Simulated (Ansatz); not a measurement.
This geometry of CH₆NSi (9 atoms, charge 1, multiplicity 1) is a first-order saddle point.

Level of theory: RKS r2SCAN-D4/def2-SVP in Ansatz 0.2.0.

```xyz
9
Properties=species:S:1:pos:R:3
C -0.671 0.331 -1.025
N -0.042 0.408 0.310
Si 0.893 -0.700 1.113
H -1.382 -0.506 -1.071
H -1.215 1.264 -1.213
H 0.092 0.206 -1.806
H -0.223 1.289 0.800
H 1.177 -1.981 0.443
H 1.371 -0.310 2.450
```

Task: Which two structures does it join? (They come from a converged band through this point; their orientation in space is the band's.)

Result: No bond is made or broken. The dihedral H6–C1–N2–Si3 goes from -120 to 0°. The two ends are copies of one structure, up to a mirror image or an exchange of like atoms.

First end point:

```xyz
9
Properties=species:S:1:pos:R:3
C -0.365 0.381 -1.141
N 0.158 0.446 0.230
Si 0.368 -0.780 1.324
H -0.632 -0.652 -1.398
H -1.258 1.018 -1.226
H 0.399 0.743 -1.846
H 0.421 1.394 0.520
H -0.012 -2.137 0.897
H 0.919 -0.413 2.639
```

Last end point:

```xyz
9
Properties=species:S:1:pos:R:3
C -0.853 0.208 -0.900
N -0.139 0.340 0.377
Si 1.190 -0.488 0.918
H -1.900 -0.070 -0.710
H -0.830 1.167 -1.438
H -0.381 -0.565 -1.521
H -0.542 1.051 0.996
H 1.760 -1.508 0.022
H 1.696 -0.136 2.256
```

Task: How far does it lie above each of them?

Result: 2.1 kcal/mol above the first and 2.1 kcal/mol above the second. This is the barrier of this one path; another mechanism may lie lower. Limits of this set-up: the dipole of an ion depends on the origin.

The run took 2.3 min on 1 thread of Arm Neoverse V1 (shared host), peak memory 0.15 GiB.
